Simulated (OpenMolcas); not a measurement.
# How methods differ on SiH4O2 (SMILES O[SiH2]O)

SiH4O2 has 7 atoms, charge 0, and is taken as a singlet. As SMILES, `O[SiH2]O`. The coordinates come from a PBE0-D4/def2-TZVP relaxation. This is one conformer, not always the lowest.

Quantity: the HOMO–LUMO gap, in eV. The values are calculated.

```tsv
level	kind	program	value (eV)
HF/def2-SVPD	Hartree–Fock	OpenMolcas	14.64
SVWN5/def2-SVPD	LDA	OpenMolcas	6.69
PBE/def2-SVPD	GGA	OpenMolcas	6.74
M06-L/def2-SVPD	meta-GGA	OpenMolcas	7.76
TPSS/def2-SVPD	meta-GGA	OpenMolcas	7.12
B3LYP/def2-SVPD	global hybrid	OpenMolcas	8.48
BHLYP/def2-SVPD	global hybrid	OpenMolcas	10.95
B2PLYP/def2-SVPD	double hybrid	OpenMolcas	11.13
```

The values span 6.69 to 14.64 eV. Orbital gaps aren't excitation energies, and those of double hybrids come from the SCF part alone; they tend to grow with the share of exact exchange.
